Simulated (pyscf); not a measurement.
Structures and frequencies: ωB97X-D3(BJ)/def2-SVP in PySCF.

Question: PBE/def2-TZVP puts the barrier of •H₂Si–GeH₃ (SMILES [SiH2][GeH3]) + H₂ (SMILES [H][H]) → SiH₃• (SMILES [SiH3]) + GeH₄ (SMILES [GeH4]) (four-centre exchange; doublet surface; Ge–Si, H–H broken, H–Si, Ge–H formed) at 50.5 kcal/mol and the reaction energy at +3.1 kcal/mol, from the separated reactants. What do PBE0-D3(BJ)/def2-TZVP, M06-2X/def2-TZVP, ωB97M-D3(BJ)/def2-TZVP give on the same structures?

Answer: PBE0-D3(BJ): ΔE‡ = 54.1 kcal/mol, ΔE = +3.0 kcal/mol; M06-2X: ΔE‡ = 49.0 kcal/mol, ΔE = +1.9 kcal/mol; ωB97M-D3(BJ): ΔE‡ = 48.8 kcal/mol, ΔE = +0.3 kcal/mol. PBE's barrier lies among them. Its reaction energy matches one of them and lies within 2.8 kcal/mol of the others. The same reactants have a lower exit, to H₃Si–GeH₃ + H• (barrier +18.1 kcal/mol at ωB97M-D3(BJ)/def2-TZVP, against +48.8 kcal/mol here). •H₂Si–GeH₃ lies 8.4 kcal/mol over its isomer H₃Si–GeH₂• (electronic energy, ωB97M-D3(BJ)/def2-TZVP). One saddle was located; it need not be the lowest between these sides. Elements up to Kr have no core potential and no relativistic terms here.
